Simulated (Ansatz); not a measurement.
Take Ge in the diamond structure (space group Fd-3m, No. 227; a = 5.762 Å) as the base.

All numbers come from PBE/PAW in Ansatz (a quantum-chemistry and plane-wave program), no spin-orbit coupling.

It is then changed as follows: every Ge is replaced by Si; the structure is relaxed again.

Measured lattice parameter a: Ge 5.644 Å (static lattice; corrected from measurement; as listed in Daniel Mejia-Rodriguez, S. B. Trickey, Phys. Rev. B (2018)); Si 5.421 Å (static lattice; corrected from measurement; as listed in Daniel Mejia-Rodriguez, S. B. Trickey, Phys. Rev. B (2018)).

### Question
How well does PBE reproduce the measured shift?

### Answer
With PBE the lattice parameter a moves by -0.291 Å (5.762 → 5.470) against -0.223 Å measured.

Whether these cells are dynamically stable was not tested.
